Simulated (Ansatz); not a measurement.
# AlH3O2: the cost of one run

Program: Ansatz 0.2.0. Level of theory: UKS PBE-D4/def2-SVP. These are calculated values, not measurements.

## Step 1: The structure to begin with

Bond lengths: Al1–O2 2.180 Å, Al1–O3 1.615 Å, Al1–H4 1.766 Å, Al1–H5 1.506 Å, O2–H6 0.956 Å. Angles: Al1–O2–H6 130.7°, O2–Al1–O3 80.3°, O2–Al1–H4 36.0°, O2–Al1–H5 120.0°, O3–Al1–H4 44.3°, O3–Al1–H5 159.7°, H4–Al1–H5 156.0°.

Coordinates:

```xyz
6

Al   -0.9486    0.1506   -0.3435
O     1.1385    0.3507    0.2519
O    -0.4557   -1.3716   -0.5619
H     0.5679   -0.7299   -0.1339
H    -1.8574    1.3509   -0.3184
H     1.5554    0.2492    1.1057
```

## Step 2: A restrained relaxation towards end A

Springs on the bonds that form and break draw the guess towards this end; the thresholds are loose.

Input file input.yaml:

```yaml
crystal:
  periodic: [false, false, false]
  atoms:
    - { symbol: Al, position_ang: [-0.9486, 0.1506, -0.3435] }
    - { symbol: O, position_ang: [1.1385, 0.3507, 0.2519] }
    - { symbol: O, position_ang: [-0.4557, -1.3716, -0.5619] }
    - { symbol: H, position_ang: [0.5679, -0.7299, -0.1339] }
    - { symbol: H, position_ang: [-1.8574, 1.3509, -0.3184] }
    - { symbol: H, position_ang: [1.5554, 0.2492, 1.1057] }
magnetization:
  spin_polarized: true
basis:
  gaussian: { orbitals: def2-SVP }
hamiltonian:
  xc: pbe
  dispersion: d4
relax:
  f_tol: 0.15
  max_steps: 25
  restrain:
    - { distance: [3, 1], at: 2.27, k: 30.0 }
    - { distance: [0, 1], at: 1.87, k: 30.0 }
    - { distance: [3, 2], at: 0.97, k: 30.0 }
```

The run is started by

```bash
$ ansatz run input.yaml --threads 2 --pin off --max-ram 3072MiB --backend cpu --events-out ev --progress --plain --runs-dir out
```

What time and memory should one allow on 2 threads of Intel Xeon at 2.50GHz (Skylake/Cascade Lake), shared host?

About 49 s, with a peak of 0.14 GiB.
